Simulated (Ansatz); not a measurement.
Geometry optimisation, RKS BHLYP-D4/def2-SVP (Ansatz).

Input:

```yaml
crystal:
  periodic: [false, false, false]
  atoms:
    - { symbol: Si, position_ang: [0.4528, -0.1854, 0.7305] }
    - { symbol: H, position_ang: [1.8016, -0.0572, -0.5742] }
    - { symbol: H, position_ang: [0.9358, -1.5683, 0.8323] }
    - { symbol: H, position_ang: [1.1452, 0.8682, 1.4684] }
    - { symbol: "N", position_ang: [-1.0906, -0.3623, 1.4812] }
    - { symbol: H, position_ang: [1.7211, 0.4021, -1.43] }
    - { symbol: P, position_ang: [-0.0331, 0.8983, -1.519] }
    - { symbol: H, position_ang: [-1.5568, -1.2558, 1.4845] }
    - { symbol: H, position_ang: [-1.77, 0.3785, 1.409] }
    - { symbol: H, position_ang: [-1.3662, 1.2481, -1.8391] }
    - { symbol: H, position_ang: [-0.2398, -0.3662, -2.0435] }
basis:
  gaussian: { orbitals: def2-SVP }
hamiltonian:
  xc: { name: BHLYP }
  dispersion: d4
relax:
  f_tol: 0.15
  max_steps: 25
  restrain:
    - { distance: [0, 6], at: 2.18, k: 30.0 }
    - { distance: [5, 1], at: 0.62, k: 30.0 }
    - { distance: [0, 1], at: 2.72, k: 30.0 }
    - { distance: [5, 6], at: 2.68, k: 30.0 }
```

Launched with:

```bash
$ ansatz run input.yaml --threads 2 --pin off --max-ram 3072MiB --backend cpu --events-out ev --progress --plain --runs-dir out
```

Where does it end, and by what steps?

The run converged. The restraints hold the end off the free minimum. After 18 steps the energy has fallen by 2.323 eV (the restraints' own energy left out); H2 moved furthest, 0.94 Å. Joined: H2–H6 (0.97 → 0.70 Å).

```
step  energy less start (eV)  largest force component (eV/Å)  accepted
   0                  0.0000                           2.856       yes
   1                 -0.8297                           2.093       yes
   2                 -0.7104                           4.127       yes
   3                 -1.1709                           3.789       yes
   4                 -1.9129                           2.480       yes
   5                 -2.1797                           1.764       yes
   6                 -2.2557                           1.551       yes
   7                 -2.2703                           1.727       yes
   8                 -2.2975                           1.743       yes
   9                 -2.3573                           0.944        no
  10                 -2.3051                           1.757       yes
  11                 -2.3320                           1.482       yes
  12                 -2.3181                           1.977       yes
  13                 -2.3063                           2.064        no
  14                 -2.3371                           1.717        no
  15                 -2.3210                           1.970       yes
  16                 -2.3261                           1.940       yes
  17                 -2.3295                           1.934       yes
  18                 -2.3227                           2.065       yes
```

```xyz
11
Properties=species:S:1:pos:R:3
Si 0.165 -0.127 0.450
H 2.713 0.172 -0.477
H 0.958 -1.375 0.397
H 0.931 0.969 1.084
N -1.207 -0.422 1.451
H 2.447 0.348 -1.100
P -0.181 0.473 -1.649
H -1.793 -1.226 1.297
H -1.744 0.349 1.813
H -1.194 1.416 -1.341
H -1.094 -0.577 -1.925
```

Run time: 27 s on 2 threads of Intel(R) Xeon(R) Platinum 8488C (Sapphire Rapids) (shared host), peak memory 0.2 GiB.
